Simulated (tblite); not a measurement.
BH5OSi.
Geometry (GFN2-xTB, Å), atoms numbered from 1 in this order:
```
atom  x, y, z in Å
B1     1.3444   -0.3487    0.0561
Si2   -0.3971    0.5429    0.0598
O3    -1.6132   -0.3548   -0.5807
H4     1.4670   -1.5059   -0.0815
H5     2.3312    0.2615    0.2045
H6    -0.5385    1.7254   -0.7954
H7    -0.8129    0.9435    1.4236
H8    -1.7718   -1.2545   -0.3111
```

Method: GFN2-xTB as coded in tblite; computed harmonic values from a numerical Hessian at the method's own geometry, unscaled. The method is semi-empirical: single wavenumbers can be off by several per cent or more. Modes of hydrogen on boron and silicon can be 10 to 20 % off. One conformer, not necessarily the lowest.

Harmonic wavenumbers (cm⁻¹): 135.1, 197.3, 235.7, 373.4, 627.8, 634.7, 675.5, 739.8, 764.8, 798.5, 812.9, 866.5, 1200.1, 2106.5, 2241.2, 2636.3, 2671.8, 3683.9.

A = 21138, B = 6658, C = 5417 MHz; mass 60.020 u (most abundant isotopes); point group C1, symmetry number 1.

Problem. Zero-point energy?

Solution. ½Σν̃ = 10701 cm⁻¹ = 30.59 kcal/mol.

Problem. Entropy at 200 K, 1 bar (ideal gas, RRHO, classical rotation)?

Solution. Translation 36.24, rotation 22.37, vibration 5.82: S = 64.4 cal/(mol K).

Problem. And Cp and H(200 K) − H(0)?

Solution. Cp = 16.54 cal/(mol K), of which vibrations give 8.59 (their classical limit is 18 R = 35.8); H(200 K) − H(0) = 2.33 kcal/mol without the zero-point energy, 0.74 from vibrations.

Problem. What must be added to the electronic energy to get the Gibbs energy at 200 K and 1 bar?

Solution. ZPE + [H(200 K) − H(0)] − T·S = 30.59 + 2.33 − 12.89 = 20.03 kcal/mol.

Problem. How do the functions run with temperature in this model?

Solution. 
```tsv
T (K)	S (cal/(mol K))	Cp (cal/(mol K))	H − H(0) (kcal/mol)	G − H(0) (kcal/mol)	ln q(vib)
150	60.1	14.0	1.56	-7.44	0.63
250	68.4	19.1	3.22	-13.88	1.55
298.15	72.0	21.3	4.19	-17.26	2.04
400	78.8	25.1	6.57	-24.94	3.12
600	90.0	29.9	12.11	-41.86	5.22
900	103.0	34.3	21.79	-70.89	8.13
```

q(vib) and H(0) count from the zero-point level.

Problem. Which modes carry the vibrational entropy at 200 K?

Solution. 135.1 cm⁻¹: 2.12; 197.3 cm⁻¹: 1.45; 235.7 cm⁻¹: 1.16; 373.4 cm⁻¹: 0.53; 627.8 cm⁻¹: 0.12; 634.7 cm⁻¹: 0.12 cal/(mol K); the other 12 give 0.32 together.

Problem. Blend soft modes into free rotors: weight 1/[1 + (100 cm⁻¹/ν̃)⁴] for the oscillator and the rest for a rotor with moment μB/(μ + B), μ = h/(8π²ν), B = 10⁻⁴⁴ kg m². What vibrational entropy results?

Solution. 5.87 cal/(mol K) in place of 5.82, which changes −T·S at 200 K by -0.01 kcal/mol.

Hindered rotation and anharmonicity are outside this model. Other conformers, if any are populated, would add a mixing term that is left out. The structure is chiral; the term R ln 2 for an equal mix with its mirror image is left out.

The run took under 0.1 s on an AMD EPYC 9R45 with one thread, no GPU, on a shared host. The figure is for the frequency step alone.
